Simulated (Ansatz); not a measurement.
**H₂F (doublet): from Hartree-Fock to the top rungs at distance H1–H2 along a hydrogen transfer = 1.236 Å, cc-pVDZ**

How much of the correlation energy of H₂F (doublet) does each wave-function method recover here?

Program: Ansatz 0.2.0, Gaussian basis. Level of theory: cc-pVDZ, core rule «outside noble gas», up to 1 orbitals frozen. These are calculated values, not measurements.

The runs, in order: UHF; CCSD(T) on ROHF; CCSD(T) on UHF; BCCD(T) on ROHF; CISD; CCSDT(Q) on ROHF; CCSDT(Q) on UHF; CCSDTQ on ROHF; CCSDTQ on UHF; CASSCF and MRCISD+Q, 3 electrons in 3 orbitals; CASSCF and NEVPT2, 3 electrons in 3 orbitals; CASSCF and MRCISD+Q, 9 electrons in 6 orbitals; CASSCF and NEVPT4(SD), 9 electrons in 6 orbitals; CASSCF and NEVPT2, 9 electrons in 6 orbitals; Full CI.

## 1. The geometry

The geometry derives from fragments relaxed apart (PBE0/def2-TZVP) and kept rigid, so it is no stationary point. A hydrogen atom is moved between rigid fragments.

3 atoms, charge 0, spin multiplicity 2.

Atoms are counted from 1 here; the program's logs count them from 0.

Bond lengths: H2–F3 0.900 Å.

As a file:

```
H     0.0000    0.0000   -1.1240
H     0.0000    0.0000    0.1120
F     0.0000    0.0000    1.0120
```

## 2. UHF

in.yaml reads:

```yaml
crystal:
  periodic: [false, false, false]
  atoms:
    - {symbol: H, position_ang: [0.000000, 0.000000, -1.124000]}
    - {symbol: H, position_ang: [0.000000, 0.000000, 0.112000]}
    - {symbol: F, position_ang: [0.000000, 0.000000, 1.012000]}
basis:
  gaussian: {orbitals: cc-pVDZ}
magnetization: {spin_polarized: true, initial_magnetization: 1}
hamiltonian: {xc: hf}
output: {orbitals: {seedname: orbitals}}
```

Command:

```bash
$ ansatz run in.yaml --threads 1 --pin off --events-out ev --progress --plain --max-ram 2816MiB --backend cpu
```

The runs that follow: CCSD(T) on ROHF; CCSD(T) on UHF; BCCD(T) on ROHF; CISD; CCSDT(Q) on ROHF; CCSDT(Q) on UHF; CCSDTQ on ROHF; CCSDTQ on UHF; CASSCF and MRCISD+Q, 3 electrons in 3 orbitals; CASSCF and NEVPT2, 3 electrons in 3 orbitals; CASSCF and MRCISD+Q, 9 electrons in 6 orbitals; CASSCF and NEVPT4(SD), 9 electrons in 6 orbitals; CASSCF and NEVPT2, 9 electrons in 6 orbitals; Full CI.

**Question.** What will the summary of the whole plan be? Wanted: FCI below the RHF energy; RMP2 from FCI; UMP2 from FCI; RCCSD from FCI; RCCSD(T) from FCI; UCCSD(T) from FCI; RCCSDT(Q) from FCI; UCCSDT(Q) from FCI; NEVPT2 pair from FCI.

The runs gave:

```
                         quantity                                                                                                                 value
         FCI below the RHF energy                                                                                                            -5.8013 eV
                    RMP2 from FCI                                                                                                            +230.1 meV
                    UMP2 from FCI                                                                                                            +227.8 meV
                   RCCSD from FCI                                                                                                             +72.1 meV
                RCCSD(T) from FCI                                                                                                             +14.0 meV
                UCCSD(T) from FCI                                                                                                             +13.8 meV
               RCCSDT(Q) from FCI                                                                                                              -0.2 meV
               UCCSDT(Q) from FCI                                                                                                              -0.3 meV
             NEVPT2 pair from FCI                                                                                                            +193.3 meV
           MRCISD+Q pair from FCI                                                                                                             +33.1 meV
          NEVPT2 valence from FCI                                                                                                            +608.0 meV
levels within 1 kcal/mol (43 meV)  RCCSD(T), UCCSD(T), BCCD(T), RCCSDT, UCCSDT, RCCSDT(Q), UCCSDT(Q), RCCSDTQ, UCCSDTQ, MRCISD+Q pair, MRCISD+Q valence
                    T1 diagnostic                                                                                                                 0.012
   effectively unpaired electrons                                                                                                                  1.01
```

RCCSD(T) lands +14.0 meV from the yardstick (0.2 % of the correlation energy). One determinant dominates. Of the multireference levels listed MRCISD+Q valence comes nearest in total energy (+30.0 meV), which doesn't show that its space is the better one. These misses are within one basis, not against nature; the frozen cores of restricted and unrestricted runs differ, which can shift their rows.
